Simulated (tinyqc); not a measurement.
Hueckel theory of the pi electrons, for the molecule C=C1C=CC=C1 (SMILES; centres numbered as the heavy atoms are written), step by step. One step of it, computed by the program tinyqc.

Question. Orbitals. Diagonalise; E = alpha + x beta with beta < 0, so the largest x are filled first; degenerate levels share their electrons. P = sum n_i c_ri c_si; each orbital has its largest coefficient positive (the first on a tie).

Hueckel matrix in units of beta (H = alpha + beta A), order 1C, 2C, 3C, 4C, 5C, 6C:
```
[[0.000000, 1.000000, 0.000000, 0.000000, 0.000000, 0.000000],
 [1.000000, 0.000000, 1.000000, 0.000000, 0.000000, 1.000000],
 [0.000000, 1.000000, 0.000000, 1.000000, 0.000000, 0.000000],
 [0.000000, 0.000000, 1.000000, 0.000000, 1.000000, 0.000000],
 [0.000000, 0.000000, 0.000000, 1.000000, 0.000000, 1.000000],
 [0.000000, 1.000000, 0.000000, 0.000000, 1.000000, 0.000000]]
```

pi electrons, sum of z_r less the charge = 6

Give: x values; occupations; coefficients; charge and bond-order matrix P.

Answer.

x values: [2.1149, 1.0000, 0.6180, -0.2541, -1.6180, -1.8608]

occupations: [2.0000, 2.0000, 2.0000, 0.0000, 0.0000, 0.0000]

coefficients, order 1C, 2C, 3C, 4C, 5C, 6C:
```
[[0.2473, 0.5000, 0.0000, 0.7495, 0.0000, -0.3566],
 [0.5230, 0.5000, 0.0000, -0.1904, 0.0000, 0.6635],
 [0.4294, 0.0000, 0.6015, -0.3505, -0.3717, -0.4390],
 [0.3851, -0.5000, 0.3717, 0.2795, 0.6015, 0.1535],
 [0.3851, -0.5000, -0.3717, 0.2795, -0.6015, 0.1535],
 [0.4294, 0.0000, -0.6015, -0.3505, 0.3717, -0.4390]]
```

charge and bond-order matrix P, order 1C, 2C, 3C, 4C, 5C, 6C:
```
[[0.6223, 0.7586, 0.2123, -0.3095, -0.3095, 0.2123],
 [0.7586, 1.0470, 0.4491, -0.0972, -0.0972, 0.4491],
 [0.2123, 0.4491, 1.0923, 0.7779, -0.1165, -0.3549],
 [-0.3095, -0.0972, 0.7779, 1.0730, 0.5202, -0.1165],
 [-0.3095, -0.0972, -0.1165, 0.5202, 1.0730, 0.7779],
 [0.2123, 0.4491, -0.3549, -0.1165, 0.7779, 1.0923]]
```
